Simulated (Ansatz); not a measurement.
Abridged output of a molecular run in Ansatz:

```
Functional definition: HF
1307 factors; integrals over basis functions are off by at most 9.4e-4 eV
mean field evaluation 1: about -5234.6319 eV, gradient 2.7e1 eV
mean field evaluation 2: about -5234.6353 eV, gradient 2.7e1 eV
mean field evaluation 4: about -5239.7245 eV, gradient 5.0e0 eV
mean field evaluation 8: about -5240.2841 eV, gradient 1.6e-1 eV
mean field evaluation 32: about -5240.1282 eV, gradient 6.6e-2 eV
mean field -5240.28445971 eV, -192.5769019019 hartree, gradient 1.0e-6 eV, S^2 0.760096; 4 other end points of the search recorded, 0 dependent functions left out
4 core orbitals not correlated: weight in the atoms' cores, before any rotation towards them, 1.000 or more for the frozen orbitals, at most 0.000 for the correlated occupied ones
reference -5240.28445971 eV, -192.5769019019 hartree; 13, 12 occupied and 205, 206 virtual orbitals, 1307 factors
second order -19.43109715 eV of doubles, -0.00000000 eV of singles
cycle   1  -20.19000213 eV  change   -7.6e-1 eV  update   8.9e-2
cycle   2  -20.66441501 eV  change   -4.7e-1 eV  update   2.7e-2
cycle   3  -20.76420523 eV  change   -1.0e-1 eV  update   1.8e-2
cycle   4  -20.76674375 eV  change   -2.5e-3 eV  update   9.0e-3
cycle   5  -20.76986707 eV  change   -3.1e-3 eV  update   5.0e-3
cycle   6  -20.77219587 eV  change   -2.3e-3 eV  update   1.7e-3
cycle   7  -20.77210387 eV  change    9.2e-5 eV  update   5.9e-4
cycle   8  -20.77211935 eV  change   -1.5e-5 eV  update   2.5e-4
cycle   9  -20.77211454 eV  change    4.8e-6 eV  update   1.1e-4
cycle  10  -20.77205506 eV  change    5.9e-5 eV  update   5.0e-5
cycle  11  -20.77208364 eV  change   -2.9e-5 eV  update   2.7e-5
cycle  12  -20.77209836 eV  change   -1.5e-5 eV  update   1.7e-5
perturbative correction -0.75645858 eV, -0.0277993401 hartree
Total energy: -5261.81301665 eV, -193.3680617769 hartree
Checks for a lower state left out: cluster_reference
```

Its atoms:

Z-matrix (Å, degrees):
```
C
C 1 1.525
H 1 1.090 2 110.4
H 1 1.092 2 111.0 3 121.0
H 1 1.093 2 109.8 3 -119.5
C 2 1.525 1 113.5 3 -178.5
O 2 1.361 1 112.9 3 51.4
H 2 1.114 1 107.6 3 -59.5
H 6 1.090 2 110.4 1 178.6
H 6 1.093 2 109.8 1 -61.9
H 6 1.092 2 111.0 1 57.6
```

**Question.** Which basis set was used?
A. def2-TZVPPD
B. def2-TZVPP
C. def2-QZVPP
D. cc-pV(Q+d)Z

**Answer.** B. It gives 222 functions.

**Question.** Write the keys of the input that set method, charge and spin (a neutral closed shell needs none for the last two).

**Answer.** 
```yaml
magnetization: {spin_polarized: true, initial_magnetization: 1}
correlation: {method: ccsd_t}
scf: {omitted_lower_state_checks: [cluster_reference]}
```
